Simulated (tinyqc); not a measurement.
Hueckel theory of the pi electrons, for the molecule O=Cc1[cH+]c1F (SMILES; centres numbered as the heavy atoms are written), step by step. One step of it, computed by the program tinyqc.

Problem. Orbitals. Diagonalise; E = alpha + x beta with beta < 0, so the largest x are filled first; degenerate levels share their electrons. P = sum n_i c_ri c_si; each orbital has its largest coefficient positive (the first on a tie).

Hueckel matrix in units of beta (H = alpha + beta A), order 1O, 2C, 3C, 4C, 5C, 6F:
$$\begin{pmatrix}
1.000000 & 1.000000 & 0.000000 & 0.000000 & 0.000000 & 0.000000 \\
1.000000 & 0.000000 & 1.000000 & 0.000000 & 0.000000 & 0.000000 \\
0.000000 & 1.000000 & 0.000000 & 1.000000 & 1.000000 & 0.000000 \\
0.000000 & 0.000000 & 1.000000 & 0.000000 & 1.000000 & 0.000000 \\
0.000000 & 0.000000 & 1.000000 & 1.000000 & 0.000000 & 0.700000 \\
0.000000 & 0.000000 & 0.000000 & 0.000000 & 0.700000 & 3.000000
\end{pmatrix}$$

pi electrons, sum of z_r less the charge = 6

Give: x values; occupations; coefficients; charge and bond-order matrix P.

Solution.

x values: [3.2193, 2.1636, 1.4814, -0.1986, -1.0611, -1.6046]

occupations: [2.0000, 2.0000, 2.0000, 0.0000, 0.0000, 0.0000]

coefficients, order 1O, 2C, 3C, 4C, 5C, 6F:
$$\begin{pmatrix}
0.0245 & 0.3632 & 0.7528 & -0.5029 & 0.0213 & 0.2178 \\
0.0543 & 0.4226 & 0.3624 & 0.6028 & -0.0438 & -0.5672 \\
0.1503 & 0.5512 & -0.2159 & 0.3832 & 0.0252 & 0.6924 \\
0.1374 & 0.4176 & -0.3619 & -0.3691 & -0.6922 & -0.2457 \\
0.2921 & 0.3524 & -0.3203 & -0.3099 & 0.7092 & -0.2982 \\
0.9325 & -0.2949 & 0.1476 & 0.0678 & -0.1222 & 0.0453
\end{pmatrix}$$

charge and bond-order matrix P, order 1O, 2C, 3C, 4C, 5C, 6F:
$$\begin{pmatrix}
1.3984 & 0.8553 & 0.0827 & -0.2348 & -0.2119 & 0.0537 \\
0.8553 & 0.6258 & 0.3258 & 0.1056 & 0.0974 & -0.0410 \\
0.0827 & 0.3258 & 0.7461 & 0.6580 & 0.6146 & -0.1086 \\
-0.2348 & 0.1056 & 0.6580 & 0.6486 & 0.6065 & -0.0969 \\
-0.2119 & 0.0974 & 0.6146 & 0.6065 & 0.6242 & 0.2424 \\
0.0537 & -0.0410 & -0.1086 & -0.0969 & 0.2424 & 1.9568
\end{pmatrix}$$
